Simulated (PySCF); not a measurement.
C3H3FO2.
Numbering: `[O:1]=[C:2]([OH:3])/[CH:4]=[CH:5]/[F:6]` (hydrogens: H7 on O3; H8 on C4; H9 on C5)

The same species was optimised twice, with GFN2-xTB and with PBE0-D3(BJ)/def2-SVP (PySCF), and the same property calculations (PySCF, gas phase) were run on both structures.

| coordinate | GFN2-xTB | PBE0-D3(BJ)/def2-SVP | change |
| --- | --- | --- | --- |
| C5–F6 (Å) | 1.328 | 1.316 | -0.012 |
| C4=C5 (Å) | 1.326 | 1.334 | +0.008 |
| O1=C2 (Å) | 1.204 | 1.207 | +0.003 |
| C2–O3 (Å) | 1.338 | 1.340 | +0.002 |
| C2–C4 (Å) | 1.472 | 1.472 | 0.000 |
| C2–C4–C5 (°) | 120.0 | 118.5 | -1.5 |
| C4–C5–F6 (°) | 122.4 | 122.7 | +0.3 |
| O1–C2–O3 (°) | 122.9 | 122.8 | -0.1 |
| O3–C2–C4 (°) | 111.5 | 111.7 | +0.2 |
| O1–C2–C4 (°) | 125.5 | 125.6 | +0.1 |
| O1–C2–C4–C5 (°) | 0 | 0 | 0 |

Rotational constants: A = 10826, B = 1895, C = 1613 MHz (GFN2-xTB) against A = 10838, B = 1907, C = 1622 MHz (PBE0-D3(BJ)/def2-SVP). Point groups within 0.08 Å: Cs and Cs.

On the GFN2-xTB structure: HOMO (eV) -8.29 [PBE0/pcSseg-1]; LUMO (eV) -1.42 [PBE0/pcSseg-1]; dipole (D) 1.04 [PBE0/pcSseg-1]; GIAO shielding of O1 (ppm) -65.0 [PBE0/pcSseg-1]; GIAO shielding of C2 (ppm) 16.6 [PBE0/pcSseg-1]; GIAO shielding of O3 (ppm) 124.3 [PBE0/pcSseg-1]; GIAO shielding of C4 (ppm) 77.3 [PBE0/pcSseg-1]; GIAO shielding of C5 (ppm) 8.9 [PBE0/pcSseg-1]; GIAO shielding of F6 (ppm) 270.3 [PBE0/pcSseg-1].

Task: What do these properties become on the PBE0-D3(BJ)/def2-SVP structure?

Result: 
| property | level | on GFN2-xTB | on PBE0-D3(BJ)/def2-SVP | change |
| --- | --- | --- | --- | --- |
| HOMO (eV) | PBE0/pcSseg-1 | -8.29 | -8.24 | +0.05 |
| LUMO (eV) | PBE0/pcSseg-1 | -1.42 | -1.43 | -0.01 |
| dipole (D) | PBE0/pcSseg-1 | 1.04 | 0.91 | -0.13 |
| energy, GFN2-xTB geometry as zero (kcal/mol) | PBE0/pcSseg-1 | 0.0 | -0.3 | -0.3 |
| GIAO shielding of O1 (ppm) | PBE0/pcSseg-1 | -65.0 | -59.6 | +5.4 |
| GIAO shielding of C2 (ppm) | PBE0/pcSseg-1 | 16.6 | 15.4 | -1.2 |
| GIAO shielding of O3 (ppm) | PBE0/pcSseg-1 | 124.3 | 119.6 | -4.7 |
| GIAO shielding of C4 (ppm) | PBE0/pcSseg-1 | 77.3 | 76.5 | -0.8 |
| GIAO shielding of C5 (ppm) | PBE0/pcSseg-1 | 8.9 | 7.1 | -1.8 |
| GIAO shielding of F6 (ppm) | PBE0/pcSseg-1 | 270.3 | 268.4 | -1.9 |

The heavy atoms differ by 0.018 Å rms after alignment. Among bonds between heavy atoms C5–F6 changes most (-0.012 Å). Changes are differences of the printed values. Neither structure is proved a minimum here.

The values belong to the conformer `[O:1]=[C:2]([OH:3])/[CH:4]=[CH:5]/[F:6]`: O1–C2–C4–C5 0°, H–O3–C2–O1 0°.
